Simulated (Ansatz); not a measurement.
**Elastic constant C44 of hcp Lu at several levels of theory**

No measured value is used here.

```tsv
level (code)	value (GPa)	cell (Å³/atom)
LDA (Ansatz)	36.5	25.99
PBE (Ansatz)	30.7	29.09
PBEsol (Ansatz)	34.1	27.48
HSE06 (Ansatz)	20.3	30.54
```

Density-functional levels without +SOC have no spin–orbit coupling. HSE06: hybrids on metals are sensitive to the k mesh. Each level is taken at its own relaxed cell. K meshes differ between the levels. Ansatz's density-functional and Hartree–Fock values are scalar-relativistic unless marked +SOC, with PAW data made under PBE.

Ansatz is a quantum-chemistry and plane-wave program.
